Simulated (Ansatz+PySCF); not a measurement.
doublet SiH₃: levels of theory in one basis

```xyz
4

Si    0.0000    0.0000    0.0858
H     1.5384    0.0000   -0.4006
H    -0.7692    1.3323   -0.4006
H    -0.7692   -1.3323   -0.4006
```

Basis set: def2-SVP (spherical functions). Correlated methods keep 5 orbitals frozen. Correlation on ROHF uses semicanonical orbitals with singles. Charge 0, multiplicity 2.

Computed with Ansatz (development build ahead of 0.2.0); each method stands on the lowest determinant of its kind that the runs found. NEVPT2 correlates all electrons. Active spaces start from the frontier orbitals, and the lowest solution found is given.

| method | E − E(ROHF) (eV) | <S²> of the determinant |
| --- | --- | --- |
| ROHF | 0.00 | 0.75 |
| UHF | -0.04 | 0.75 |
| ROHF-MP2 | -2.59 | – |
| UHF-MP2 | -2.59 | 0.75 |
| ROHF-CCSD | -3.33 | – |
| UHF-CCSD | -3.33 | 0.75 |
| ROHF-CCSD(T) | -3.40 | – |
| CASSCF(7,7) | -1.37 | – |

(1) What does SC-NEVPT2(7,7) give on the same scale?

(2) Is a single determinant a sound starting point here?

## Answers

(1) -3.00 eV. NEVPT2 here correlates all electrons, so it doesn't share the others' frozen core.

(2) By this sign, yes. Unrestricted orbitals gain 0.04 eV and <S²> is 0.75 against 0.75 for a pure state. The CASSCF(7,7) natural occupations are 1.98, 1.97, 1.97, 1.00, 0.04, 0.02, 0.02.
